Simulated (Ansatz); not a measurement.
# C₄H₃FS: small, medium and large basis sets

An exercise on one series of results from a longer session: the logs are not shown, and one member is left open.

Computed with Ansatz 0.2.0, Gaussian basis. Level: one geometry, several basis sets.

Plan: PBE0-D4/def2-SVP; ωB97M-V/def2-SVP; PBE0-D4/def2-QZVPP; ωB97M-V/def2-QZVPP; the functionals' def2-TZVPP values are taken from earlier runs.

### The relaxed structure

The geometry comes from an earlier relaxation with PBE0-D4 in a triple-zeta def2 set; it is a stationary point, not always the lowest conformer.

9 atoms, charge 0, spin multiplicity 1.

Atoms are counted from 1 here; the program's logs count them from 0.

Bond lengths: F1–C2 1.324 Å, C2–C3 1.355 Å, C2–S6 1.715 Å, C3–C4 1.420 Å, C3–H7 1.081 Å, C4–C5 1.360 Å, C4–H8 1.082 Å, C5–S6 1.714 Å, C5–H9 1.079 Å. Angles: F1–C2–C3 126.9°, F1–C2–S6 119.6°, C3–C2–S6 113.5°, C2–C3–C4 110.7°, C2–C3–H7 123.6°, C4–C3–H7 125.7°, C3–C4–C5 113.3°, C3–C4–H8 123.6°, C5–C4–H8 123.2°, C4–C5–S6 111.9°, C4–C5–H9 128.5°, S6–C5–H9 119.6°, C2–S6–C5 90.6°.

Set-up of the first run:

in.yaml

```yaml
crystal:
  periodic: [false, false, false]
  atoms:
    - {symbol: F, position_ang: [1.978823, 0.831721, -1.512981]}
    - {symbol: C, position_ang: [0.935783, 0.502322, -0.766527]}
    - {symbol: C, position_ang: [0.746130, -0.665090, -0.104743]}
    - {symbol: C, position_ang: [-0.492416, -0.653188, 0.590454]}
    - {symbol: C, position_ang: [-1.186393, 0.505458, 0.431748]}
    - {symbol: S, position_ang: [-0.351487, 1.618360, -0.569402]}
    - {symbol: H, position_ang: [1.454594, -1.480951, -0.117700]}
    - {symbol: H, position_ang: [-0.851364, -1.481002, 1.186936]}
    - {symbol: H, position_ang: [-2.145270, 0.776069, 0.845115]}
basis:
  gaussian: {orbitals: def2-SVP}
hamiltonian: {xc: pbe0, dispersion: d4}
output: {orbitals: {seedname: orbitals}}
```

Started as:

```
ansatz run in.yaml --threads 4 --pin off --events-out ev --progress --plain --max-ram 10444MiB
```

Steps of the session up to this table: PBE0-D4 in def2-SVP; ωB97M-V in def2-SVP; PBE0-D4 in def2-QZVPP; ωB97M-V in def2-QZVPP.

One of the session's tables, all rows but one given; the rest of the session is left out.

It belongs to the step «Density functionals: the series». 

| functional | basis | HOMO (eV) | LUMO (eV) |
| --- | --- | --- | --- |
| PBE0-D4 | def2-SVP | -6.79 | -0.25 |
| PBE0-D4 | def2-TZVPP | -6.80 | -0.41 |
| PBE0-D4 | def2-QZVPP | ? | ? |
| ωB97M-V | def2-SVP | -8.91 | 1.91 |
| ωB97M-V | def2-TZVPP | -8.93 | 1.67 |
| ωB97M-V | def2-QZVPP | -8.96 | 1.56 |

Q: Estimate the row for PBE0-D4, def2-QZVPP from the others.

**Answer.** HOMO (eV): -6.82; LUMO (eV): -0.48. In the column «HOMO (eV)» it lies between ωB97M-V, def2-SVP (-8.91) and PBE0-D4, def2-TZVPP (-6.80).
